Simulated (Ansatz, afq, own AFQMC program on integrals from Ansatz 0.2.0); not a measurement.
# SiH4, triplet in 6-31G, levels against full CI

```xyz
5

Si    0.0002   -0.0205   -0.0203
H    -0.0182    1.7172    1.7053
H    -0.0163   -1.0981    1.0646
H     0.0167    1.0572   -1.1053
H     0.0117   -1.1056   -1.0979
```

Basis 6-31G. Only valence electrons are correlated. AFQMC by an in-house program on the Cholesky factors that Ansatz 0.2.0 writes for its CCSD(T) run. The CISD trial takes its coefficients from CCSD amplitudes. Released means that phaseless walkers are propagated on without the constraint, phases kept. ± is one standard error of the sampling.

Determinant: ROHF, the one that the program's search chose, which needn't be the lowest solution. The geometry is a point of a scan.

Full CI on the same integrals is exact in this basis and with this determinant's frozen core.

Cautions: lower spins were not checked.

* T1 diagnostic: 0.0194
* weight of the determinant in the CISD state: 0.916
* size of the correlated space: 8 electrons in 16 orbitals

| level | correlation energy (eV) |
| --- | --- |
| MP2 | -1.5404 |
| CCSD | -2.2823 |
| CCSD(T) | -2.3085 |

Question: Estimate where full CI lies against CCSD(T) on the same integrals.

Answer: 1.3 kJ/mol below CCSD(T).

Reference: full CI, correlation energy -2.321 eV. The released energy is read at 2.40 1/Eh (meV from the phaseless value at times in 1/Eh: -1.0 ± 1.3 at 0.24, -2.0 ± 1.2 at 0.51, -2.8 ± 1.2 at 0.99, -3.1 ± 0.5 at 1.62, -3.5 ± 0.5 at 2.40).

```
         level  E − E(reference) (kJ/mol)  share of correlation (%)
       CCSD(T)                        1.3                     99.44
         CCSDT                        0.1                     99.96
      CCSDT(Q)                        0.0                    100.00
        CCSDTQ                        0.0                    100.00
   ph-AFQMC/HF                  4.4 ± 2.0                     98.05
 ph-AFQMC/CISD                  0.4 ± 0.1                     99.81
released AFQMC                 0.1 ± 0.05                     99.96
```

CCSDT and higher add their correlation energy to the determinant of the CCSD(T) run, since their own runs factorise the integrals more tightly (a shift of under 2 meV). A walk keeps the symmetry of its determinant, which the program's search chose and which needn't be the lowest solution, so a lower state of the same spin and another symmetry isn't excluded. Released energies are given only where the last usable release times agree within the noise; a slower fall can still hide under it.
